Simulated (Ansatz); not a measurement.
We consider rutile SnO₂, described by G0W0@HSE06 (hard PAW, contour deformation, complete-basis limit; Ansatz, a program for electronic structure).

Run with largest k mesh 4×4×6 (not extrapolated in the mesh).

Cell (measured lattice):

```
CELL_PARAMETERS angstrom
      4.73735     0.00000     0.00000
      0.00000     4.73735     0.00000
      0.00000     0.00000     3.18640
ATOMIC_POSITIONS crystal
  Sn 0.00000 0.00000 0.00000
  Sn 0.50000 0.50000 0.50000
  O  0.30541 0.30541 0.00000
  O  0.80541 0.19459 0.50000
  O  0.19459 0.80541 0.50000
  O  0.69459 0.69459 0.00000
```

**Question.** Give the computed band gap.

**Answer.** 
band gap: 4.00 eV

Measured, for comparison: band gap 3.81 eV (zero-point renormalisation of 215 meV (computed, non-adiabatic AHC, without the lattice-expansion part) added back here to the 1.8 K gap of; inputs from Miglio et al. (2020), arXiv:2011.12765).

Note: filled d or f shells below the valence bands can shift G0W0 gaps through exchange with them, which wasn't tested here; GW on a hybrid start was not checked against another program; cell and atoms aren't relaxed at this level; the gap holds a correction of +0.37 eV to the complete basis.

Spin–orbit coupling is not included.
